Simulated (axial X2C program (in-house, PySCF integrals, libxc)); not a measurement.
**Bond lengths and stretching modes, held linear, of SBS**

Calculated with an axial X2C code built on PySCF integrals: two-component X2C with atomic mean-field Coulomb and Gaunt terms, Gaussian nuclei, basis S dyall-av3z, B dyall-v3z with contracted cores. Spin-free rows use the one-electron spin-free X2C Hamiltonian.

Masses S 31.972, B 11.009, S 31.972 u. States: 2c Ω = 3/2 (beyond evenly filled blocks: ω = 3/2); spin-free M_S = 1/2, Λ = 1 (beyond evenly filled blocks: π+α, π+β, π-α).

PBE, 2c: energies above the lowest point

| r(S–B) (Å) | r(B–S) (Å) | E (meV) |
| --- | --- | --- |
| 1.6243 | 1.6243 | 98.56 |
| 1.6243 | 1.6660 | 44.77 |
| 1.6243 | 1.7076 | 45.38 |
| 1.6660 | 1.6243 | 44.77 |
| 1.6660 | 1.6660 | 0.00 |
| 1.6660 | 1.7076 | 9.35 |
| 1.6660 | 1.7493 | 61.92 |
| 1.7076 | 1.6243 | 45.38 |
| 1.7076 | 1.6660 | 9.35 |
| 1.7076 | 1.7076 | 27.22 |
| 1.7493 | 1.6660 | 61.92 |
| 1.7493 | 1.7493 | 156.99 |

Task: Fit a quadratic surface with cubic terms in each bond: where is the minimum, and what are the two stretching wavenumbers?

Result: At PBE, 2c: bonds 1.677 and 1.677 Å; harmonic stretches 540.6 and 1192.2 cm⁻¹; force constants 4.72, 4.72 and coupling 0.79 mdyn/Å.

The other levels and Hamiltonians give:

```
Hamiltonian  level  r(S–B) (Å)  r(B–S) (Å)  lower stretch (cm⁻¹)  upper stretch (cm⁻¹)
         2c   PBE0       1.665       1.665                 558.3                1123.3
  spin-free   PBE0       1.665       1.665                 558.5                1121.9
  spin-free    PBE       1.677       1.677                 540.7                1192.0
```

Each state is one determinant, the lowest of a limited PBE0 search; the stretches come from a fit to these few points and carry an uncertainty of a few per cent. Other orders of the atoms were not compared. Left out for rough or failed fits: HF 2c, MP2 2c, HF spin-free, MP2 spin-free. The molecule was held linear; bending was not examined, so a bent shape may lie lower. Note: functional without a current term on a determinant with orbital currents, of the molecule or an atom.
